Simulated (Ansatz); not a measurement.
A made-up structure of Mg2SiH4, closed shell:

```
atom    x (Å)    y (Å)    z (Å)
 Mg1   1.6811   0.7432   0.5886
 Mg2  -0.5898  -0.2600  -0.2050
 Si3  -3.1014  -1.3708  -1.0852
  H4  -4.3382  -1.9175  -1.5187
  H5   3.0543  -0.0688  -0.0545
  H6   1.8955   0.6996   2.2946
  H7   1.8947   2.3936   0.1539
```

It is relaxed with PBE-D4/def2-SVP and then PBE0-D4/def2-TZVP (Ansatz 0.2.0). Atoms count as bonded within 1.22 times the sum of their covalent radii (H–H: 0.88 Å). The end point is not checked to be a true minimum.

Q: Does its bonding change? (A judgement: the text doesn't fix the answer.)

A: By the calculation: Yes. Formed: Mg2–H5, Mg2–H7; broken: none.

Where it ends: The first stage lowers the energy by 5.67 eV in 31 steps. It ends as Mg₂SiH₄ ([SiH][Mg]12[H][MgH]1[H]2):
```
7
angstrom
Mg 1.6704 0.7768 1.1839
Mg -0.2896 -0.1850 -0.5625
Si -2.0988 -1.0869 -2.2640
H -3.0397 -1.2448 -1.0612
H 1.1227 -0.8785 0.4848
H 2.8573 1.3613 2.2527
H 0.2741 1.4765 0.1399
```

Labels in which every atom is bracketed show which atoms are joined, not bond orders.

For scale, one of the runs: PBE0-D4/def2-TZVP relaxation, 125 basis functions, launched by `ansatz run in.yaml --threads 2 --pin off --events-out ev --progress --plain --max-ram 4352MiB`. Hardware: 2 CPU threads of an Intel Xeon 6975P-C, shared host. Wall time about 9.5 s.
